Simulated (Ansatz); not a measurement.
in.yaml

```yaml
crystal:
  periodic: [false, false, false]
  atoms:
    - {symbol: C, position_ang: [0.000000, 0.000000, 0.000000]}
    - {symbol: As, position_ang: [0.000000, 0.000000, 1.737500]}
basis:
  gaussian: {orbitals: def2-SVP}
total_charge: 1
magnetization: {spin_polarized: false}
correlation: {method: bccd, electrons: outside_noble_gas}
accuracy: high
output: {forces: true}
```

```sh
$ ansatz run in.yaml --threads 1 --pin off --events-out ev --progress --plain --max-ram 2393MiB
```

Log:

```
798 factors; integrals over basis functions are off by at most 4.5e-9 eV
mean field evaluation 1: about -61799.3997 eV, gradient 2.3e1 eV
mean field evaluation 2: about -61799.5523 eV, gradient 2.3e1 eV
mean field evaluation 4: about -61801.3147 eV, gradient 3.2e0 eV
mean field evaluation 8: about -61801.4124 eV, gradient 7.9e-1 eV
mean field evaluation 16: about -61801.4247 eV, gradient 1.5e-3 eV
mean field evaluation 32: about -61801.5448 eV, gradient 1.8e0 eV
mean field evaluation 64: about -61801.4247 eV, gradient 4.7e-4 eV
mean field evaluation 96: about -61802.5756 eV, gradient 6.8e-9 eV
mean field evaluation 128: about -61801.4247 eV, gradient 3.7e-7 eV
mean field evaluation 160: about -61801.4247 eV, gradient 5.0e-4 eV
...
cycle  20  -7.02271263 eV  change    5.1e-8 eV  update   8.2e-8
cycle  21  -7.02271266 eV  change   -2.9e-8 eV  update   4.7e-8
cycle  22  -7.02271276 eV  change   -1.0e-7 eV  update   2.6e-8
cycle  23  -7.02271274 eV  change    2.7e-8 eV  update   1.7e-8
cycle  24  -7.02271273 eV  change    2.5e-9 eV  update   1.3e-8
cycle  25  -7.02271272 eV  change    1.4e-8 eV  update   6.3e-9
cycle  26  -7.02271272 eV  change   -1.2e-9 eV  update   1.9e-9
cycle  27  -7.02271272 eV  change   -1.8e-9 eV  update  6.5e-10
cycle  28  -7.02271272 eV  change   7.5e-10 eV  update  3.0e-10
cycle  29  -7.02271272 eV  change  -4.5e-11 eV  update  9.8e-11
WARN: the results are in doubt because among natural orbitals full CI differs from the method by -0.316 eV
the calculation of the forces begins
Total energy: -61808.44744434 eV, -2271.4185483091 hartree
Atom 0 at     0.000000     0.000000     0.000000 Å, force    -0.000000    -0.000000     1.636769 eV/Å
Atom 1 at     0.000000     0.000000     1.737500 Å, force     0.000000     0.000000    -1.636769 eV/Å
Dipole moment:     0.000000     0.000000    -0.027132 e Å
In doubt: among natural orbitals full CI differs from the method by -0.316 eV
```

Forces (eV/Å):
```
C    0.000  0.000  1.637
As   0.000  0.000 -1.637
```

Ran on 1 thread of AMD EPYC, shared host: 26 s wall, 0.14 GiB peak host memory.
